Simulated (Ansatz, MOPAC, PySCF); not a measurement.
System: ethanol, C2H6O, charge 0, multiplicity 1. SMILES: OCC
Coordinates optimised at B3LYP-D3(BJ)/def2-TZVP (Ansatz, a quantum-chemistry and plane-wave program):
```xyz
9

C      1.1718    -0.4079     0.0081
C      0.0038     0.5538    -0.0092
O     -1.1993    -0.2136     0.0022
H     -1.9515     0.3866    -0.0087
H      0.0464     1.2144     0.8659
H      0.0484     1.1848    -0.9058
H      2.1164     0.1393     0.0001
H      1.1395    -1.0312     0.9029
H      1.1415    -1.0607    -0.8654
```

Unscaled harmonic wavenumbers (cm⁻¹) in rising order, each level at the stationary point that it reaches from this structure (no distance between atoms moves by over 0.3 Å); the order of modes can differ between levels, and a negative number is imaginary. B3LYP-D3(BJ)/def2-TZVP (PySCF, at the structure above): 241, 280, 419, 824, 900, 1033, 1103, 1180, 1268, 1300, 1407, 1452, 1483, 1501, 1529, 2978, 3001, 3038, 3104, 3108, 3811.

PM3 (MOPAC): 155, 174, 444, 840, 963, 1035, 1082, 1122, 1124, 1286, 1364, 1380, 1401, 1412, 1436, 2912, 2974, 3086, 3091, 3186, 3909. Zero-point energy 49.1 against 50.0 kcal/mol; where all levels lie over 400 cm⁻¹, the wavenumbers are on average 0.982 times those of B3LYP-D3(BJ)/def2-TZVP.

PM6 (MOPAC): 78, 128, 394, 834, 934, 1085, 1108, 1147, 1150, 1241, 1245, 1252, 1295, 1327, 1347, 2547, 2653, 2694, 2701, 2715, 2790. Zero-point energy 43.8 against 50.0 kcal/mol; where all levels lie over 400 cm⁻¹, the wavenumbers are on average 0.913 times those of B3LYP-D3(BJ)/def2-TZVP.

HF/3-21G (Ansatz): 254, 313, 426, 918, 951, 1084, 1197, 1282, 1371, 1434, 1572, 1584, 1656, 1674, 1710, 3180, 3205, 3212, 3275, 3288, 3866. Zero-point energy 53.5 against 50.0 kcal/mol; where all levels lie over 400 cm⁻¹, the wavenumbers are on average 1.081 times those of B3LYP-D3(BJ)/def2-TZVP.

B3LYP/6-31G* (Ansatz): 251, 300, 417, 830, 911, 1042, 1124, 1195, 1291, 1310, 1427, 1481, 1514, 1532, 1561, 2982, 3005, 3058, 3128, 3133, 3751. Zero-point energy 50.4 against 50.0 kcal/mol; where all levels lie over 400 cm⁻¹, the wavenumbers are on average 1.011 times those of B3LYP-D3(BJ)/def2-TZVP.
